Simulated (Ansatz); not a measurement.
Take Ni in the fcc (Cu type) structure (space group Fm-3m, No. 225; a = 3.518 Å; ferromagnetic) as the base.

Levels (all Ansatz, a quantum-chemistry and plane-wave program, PAW): PBE (420 eV, no SOC); PBEsol (420 eV, spin-orbit coupling left out).

Levels that relaxed their own cell: PBE and PBEsol.

| level | lattice parameter a |
|---|---|
| PBE | 3.518 Å |
| PBEsol | 3.463 Å |

Measured: lattice parameter a 3.508 Å (static lattice; corrected from measurement; as listed in Daniel Mejia-Rodriguez, S. B. Trickey, Phys. Rev. B (2018)).

Computed minus measured — lattice parameter a: PBE +0.3 %, PBEsol -1.3 % (closest: PBE).

The magnetic state is the one reached from the starting moments; the real material's order can differ, and small cells can't hold many antiferromagnetic ones. Whether these cells are dynamically stable was not tested.
